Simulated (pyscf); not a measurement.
Routes from `[OH][SiH2]` [doublet] + `[SiH4]`

Candidate steps break at most two bonds and form at most two. Each was searched with GFN2-xTB (tblite) first. Single points on ωB97X-D3(BJ)/def2-SVP structures (PySCF, gas phase). Correlated levels are frozen-core, on RHF or UHF. ΔMP2 is the change of the MP2 total energy from the triple- to the quadruple-zeta basis. Energies: CCSD(T)/def2-TZVPP + ΔMP2(QZVPP), eV, from the separated reactants, doublet surface; ΔG‡ with ideal gas, 1 atm, RRHO with modes under 100 cm⁻¹ raised to 100, one conformer, R ln 2 for chiral ones without a mode under 150 cm⁻¹.

```csv
products,type,ΔE‡,ΔE,ΔG‡ 298 K,ΔG‡ 900 K,ν‡ (cm⁻¹)
HO–SiH₃ + SiH₃•,hydrogen abstraction,0.49,-0.05,0.77,1.43,1361i
HO–SiH₂–SiH₃ + H•,substitution at Si,0.93,+0.79,1.24,1.99,553i
```

Plain bond fissions and candidates not yet searched are not listed, and one of them may be faster. Each barrier is that of the saddle found; lower ones may exist. The CCSD(T) − MP2 part came from Ansatz, without density fitting, on the same reference.
